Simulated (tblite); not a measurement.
C5H8N (doublet state).
Z-matrix (Å and degrees, GFN2-xTB geometry), rows numbered from 1:
```
C 
N   1  1.3445
C   2  1.3498  1  127.38
C   3  1.3656  2  123.30  1  -179.97
C   4  1.4206  3  123.58  2  -179.92
C   5  1.3417  4  124.53  3  -179.98
H   1  1.0690  2  119.38  3  -179.96
H   1  1.0704  2  119.33  3    -0.08
H   2  1.0138  1  116.97  3  -179.88
H   3  1.0802  2  115.70  1     0.03
H   4  1.0828  3  118.94  2    -0.03
H   5  1.0831  4  116.18  3    -0.10
H   6  1.0772  5  121.42  4    -0.09
H   6  1.0754  5  121.92  4   179.91
```

Computed with GFN2-xTB (tblite): harmonic, unscaled wavenumbers at the GFN2-xTB geometry, gas phase. Errors from tens to a few hundred cm⁻¹ against measured bands are possible. One conformer, not necessarily the lowest. Open shells enter through the occupations alone, without spin polarisation, and single modes of such species can be off by tens of per cent.

Harmonic wavenumbers (cm⁻¹): 109.4, 148.0, 222.2, 241.3, 347.1, 352.7, 441.9, 449.0, 539.3, 615.3, 692.3, 762.6, 817.7, 920.1, 950.5, 1002.7, 1003.6, 1168.6, 1212.8, 1231.7, 1258.5, 1291.2, 1321.4, 1376.2, 1409.9, 1463.7, 1603.1, 1627.6, 3043.4, 3052.1, 3087.0, 3103.0, 3135.2, 3160.6, 3211.2, 3376.9.

A = 27762, B = 1355, C = 1291 MHz; mass 82.066 u (most abundant isotopes); point group Cs, symmetry number 1; spin multiplicity 2.

Q: Zero-point energy?

A: Half the sum of the wavenumbers: 24875 cm⁻¹ = 71.12 kcal/mol.

Q: What is S at 298.15 K and 1 bar for an ideal gas of classical rigid rotors and harmonic oscillators?

A: Translation 39.16, rotation 26.30, vibration 16.11, spin (R ln 2) 1.38: S = 82.9 cal/(mol K).

Q: And Cp and H(298.15 K) − H(0)?

A: Cp = 28.74 cal/(mol K), of which vibrations give 20.79 (their classical limit is 36 R = 71.5); H(298.15 K) − H(0) = 5.23 kcal/mol without the zero-point energy, 2.86 from vibrations.

Q: Which modes carry the vibrational entropy at 298.15 K?

A: 109.4 cm⁻¹: 3.28; 148.0 cm⁻¹: 2.70; 222.2 cm⁻¹: 1.94; 241.3 cm⁻¹: 1.79; 347.1 cm⁻¹: 1.18; 352.7 cm⁻¹: 1.15 cal/(mol K); the other 30 give 4.06 together.

Q: How do the functions run with temperature in this model?

A: 
| T (K) | S (cal/(mol K)) | Cp (cal/(mol K)) | H − H(0) (kcal/mol) | G − H(0) (kcal/mol) | ln q(vib) |
| --- | --- | --- | --- | --- | --- |
| 100 | 61.1 | 13.7 | 1.00 | -5.11 | 0.45 |
| 200 | 73.0 | 21.4 | 2.76 | -11.84 | 1.75 |
| 300 | 83.1 | 28.9 | 5.28 | -19.65 | 3.31 |
| 500 | 101.0 | 41.6 | 12.40 | -38.11 | 6.66 |
| 800 | 123.5 | 53.8 | 26.87 | -71.90 | 11.65 |
| 1000 | 136.1 | 59.1 | 38.19 | -97.88 | 14.79 |

q(vib) and H(0) count from the zero-point level.

Q: What must be added to the electronic energy to get the Gibbs energy at 298.15 K and 1 bar?

A: ZPE + [H(298.15 K) − H(0)] − T·S = 71.12 + 5.23 − 24.73 = 51.62 kcal/mol.

Hindered rotation and anharmonicity are outside this model. Other conformers, if any are populated, would add a mixing term that is left out.
